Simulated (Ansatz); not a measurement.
**OsC₃: from a trial structure to a relaxed crystal**

Level of theory: Ansatz, DFT PBE, scalar-relativistic, plane waves, PAW. Cutoff 420 eV, Γ-centred k mesh, Gaussian smearing, no spin polarisation in the final step.

OsC₃ was placed on the Cu3Au (L1_2) structure type (Pm-3m, No. 221), with Os in place of Au, C in place of Cu, at a guessed volume.

```
Os C
1.0
     3.27746    0.00000    0.00000
     0.00000    3.27746    0.00000
     0.00000    0.00000    3.27746
Os C
1 3
Direct
  0.00000 0.00000 0.00000
  0.00000 0.50000 0.50000
  0.50000 0.00000 0.50000
  0.50000 0.50000 0.00000
```

Steps on the 6×6×6 mesh (4 atoms). 3 of 4 steps are shown, and the free energy counts from the last. Trial steps that were taken back and renewals of the plane-wave basis can be among the rows.

```csv
step,ΔF (meV/atom),V (Å³/atom),P (GPa)
1,5.1,8.80,-6.95
2,-0.6,8.56,0.43
4,0.0,8.57,-0.10
```

A final relaxation ran on a 14×14×14 mesh. The relaxed crystal, Pm-3m (No. 221):

Space group Pm-3m (No. 221). a = 3.248 Å, b = 3.248 Å, c = 3.248 Å, α = 90.00°, β = 90.00°, γ = 90.00°
```json
{"atom": "Os", "site": "1a", "symmetry": "m-3m", "x": "0.0000", "y": "0.0000", "z": "0.0000"}
{"atom": "C", "site": "3c", "symmetry": "4/mm.m", "x": "0.0000", "y": "0.5000", "z": "0.5000"}
```

```
Volume per atom          : 8.57 Å³
Density                  : 10.96 g/cm³
Energy over the elements : 3.13 eV/atom
Gap on the 14×14×14 mesh : 0 eV (a metal)
```

The zero of energy is the elements' standard structures at the same level; no fitted shifts are applied.

The final run used a 14×14×14 mesh on its 4-atom cell and 0.10 eV smearing. The k mesh leaves about 4 meV/atom of noise in metals. Spin–orbit coupling is left out.

Symmetry constrained the relaxation, so the result can be a saddle point.

Cost: 3 runs of about 0.15 core-minutes in all, on Intel Xeon 6975P-C (Granite Rapids) (shared hosts).